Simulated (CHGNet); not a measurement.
**Corundum (α-Al2O3)**

Level of theory: the machine-learned potential CHGNet-r²SCAN (trained on r²SCAN data).

Cell (relaxed at this level):

```xyz
10
Lattice="2.3770 1.3724 4.3263 -2.3770 1.3724 4.3263 0.0000 -2.7447 4.3263" Properties=species:S:1:pos:R:3 pbc="T T T"
Al     0.0000     0.0000    11.0567
Al     0.0000     0.0000     4.5672
Al     0.0000     0.0000     1.9222
Al     0.0000     0.0000     8.4117
O      0.9220    -1.3724     5.4079
O     -1.6495    -0.1123     5.4079
O     -0.9220     1.3724     7.5710
O     -0.7275    -1.4846     7.5710
O      1.6495     0.1123     7.5710
O      0.7275     1.4846     5.4079
```

```yaml
equilibrium_lattice_constant_a: 4.754 Å
c axis length: 12.979 Å
equilibrium_volume_per_atom: 8.47 Å³/atom
```

Measured, for comparison: lattice constant a 4.759 Å, lattice parameter c 12.991 Å (temperature not stated, no zero-point or thermal correction; as tabulated in Lallet et al. (2009), arXiv:0801.3594). Computed (rounded) less measured: lattice constant a -0.1 %, lattice parameter c -0.1 %.

A machine-learned potential is trained on density-functional data: it inherits that level's misses and adds fitting errors of its own.
